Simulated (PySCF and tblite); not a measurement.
The numbers below are computed, except where a source is named.
## Rotation: stationary points, barriers and rates

System: C4H6S, numbered as in [CH2:1]=[CH:2][C:3]([CH3:4])=[S:5].

Motion: rotation about the C2–C3 bond (torsion C1–C2–C3–C4 from 0° to 180°, rising). Level: PBE0/pcSseg-1 + D3(BJ), IEF-PCM dichloromethane on PBE0-D3(BJ)/def2-SVP stationary points, with GFN2-xTB thermal terms. Rate constants are transition-state-theory values, counting equivalent paths, without tunnelling. Programs: tblite and PySCF.

```
 point  symmetry  E(GFN2) kcal/mol  E(DFT) kcal/mol  ZPE change kcal/mol  lowest mode cm⁻¹  dipole D
 start        Cs               0.0              0.0                 0.00                97      4.51
saddle        C1               5.2              6.7                -0.61              125i      3.59
   end        Cs               0.0              1.3                -0.17                87      3.93
```

```json
{
 "Electronic barrier": "6.7 kcal/mol",
 "Barrier with zero-point energy": "6.1 kcal/mol",
 "ΔH‡ (298 K)": "5.8 kcal/mol",
 "ΔS‡ (298 K, symmetry apart)": "-1.7 cal/(mol K)",
 "Paths": "2 equivalent paths",
 "End point": "a different minimum",
 "Mean lifetime of the start against this motion at 298 K": "3.4 ns",
 "Cost": "98 s on 1 thread of Arm Neoverse V1 (shared host) (rough), peak memory 0.68 GiB, launched as `OMP_NUM_THREADS=1 python ens_run.py task.json out`"
}
```

| T/K | ΔG‡ kcal/mol | k s⁻¹ | ΔG kcal/mol | k back s⁻¹ |
| --- | --- | --- | --- | --- |
| 200 | 6.2 | 1.4×10⁶ | 1.1 | 2.2×10⁷ |
| 250 | 6.2 | 3.6×10⁷ | 1.1 | 3.1×10⁸ |
| 298 | 6.3 | 2.9×10⁸ | 1.1 | 1.8×10⁹ |
| 350 | 6.4 | 1.5×10⁹ | 1.0 | 6.6×10⁹ |
| 400 | 6.5 | 4.8×10⁹ | 1.0 | 1.8×10¹⁰ |

ΔG and ΔG‡ leave out symmetry numbers and mirror images; rates count paths: 2 out, 2 back.
